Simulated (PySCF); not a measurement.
# H3Si: the cost of one run

Method: relaxation, pbe0, aug-cc-pvtz, and further levels as typed in the inputs, in PySCF 2.14.0.

### 1 The structure to begin with

Bond lengths: Si1–H2 1.448 Å, Si1–H3 1.474 Å, Si1–H4 1.463 Å. Angles: H2–Si1–H3 119.6°, H2–Si1–H4 121.5°, H3–Si1–H4 118.9°.

Structure file:

```xyz
4

Si    0.0098   -0.0110   -0.0118
H     1.4579    0.0149    0.0024
H    -0.7402    1.2572    0.0063
H    -0.7316   -1.2720   -0.0023
```

### 2 Relaxation: H3Si, charge +1

Contents of run.py:

```python
from pyscf import gto, dft
from pyscf.geomopt.geometric_solver import optimize
mol = gto.M(atom="mol.xyz", basis="aug-cc-pvtz", charge=1, verbose=4)
mf = dft.RKS(mol, xc="pbe0").density_fit().run(conv_tol=1e-9)
m = optimize(mf, maxsteps=60)
print("optimised structure (A):")
for k in range(m.natm): print(m.atom_symbol(k), *(f"{x:.8f}" for x in m.atom_coords(unit="A")[k]))
```

Command:

```
$ python run.py
```

**Question.** How long does this run take on 1 thread of Intel Xeon at 2.30GHz, shared host?

About 22 s.
